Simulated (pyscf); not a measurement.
HO–BH–OH + silane (SiH₄) → HO–BH–O–SiH₃ + hydrogen (H₂), a four-centre exchange (singlet surface; H–O, H–Si broken, O–Si, H–H formed). Optimised with ωB97X-D3(BJ)/def2-SVP in PySCF. Energies in kcal/mol from the separated reactants.

Small-basis levels: PySCF, no dispersion term, spherical d functions. AM1 to PM7: differences of heats of formation from MOPAC, which are fitted to 298 K values and so differ in kind from electronic energies by zero-point and thermal terms. GFN2-xTB: tblite. Cost: rough CPU time at the saddle relative to B3LYP/6-31G*, from one job on a shared machine.

```csv
level,barrier,reaction energy,cost
HF/STO-3G,79.5,-7.8,0.03
MP2/6-31G*,49.8,-20.1,0.09
BP86/6-31G*,___,-14.2,2
PBE/6-31G*,38.4,-14.0,2
B3LYP/STO-3G,47.2,-13.7,0.5
M06-2X/6-31G*,43.2,-18.0,3
B3LYP/def2-SVP,___,-10.9,1
GFN2-xTB,31.9,-20.2,under 0.02
AM1,56.8,-8.2,under 0.02
ωB97M-D3(BJ)/def2-TZVP,___,-15.1,–
```

Some entries are withheld; supply them.


- BP86/6-31G*, barrier: 40.0
- B3LYP/def2-SVP, barrier: 43.5
- ωB97M-D3(BJ)/def2-TZVP, barrier: 42.1

Against the last row the barrier runs from -10.1 (GFN2-xTB) to +37.4 kcal/mol (HF/STO-3G). ωB97M-D3(BJ)/def2-TZVP has limits of its own. The same reactants have a lower exit, to HO–SiH₃ + H₂B–OH (barrier +29.0 kcal/mol at ωB97M-D3(BJ)/def2-TZVP, against +42.1 kcal/mol here). One saddle was located; it need not be the lowest between these sides.
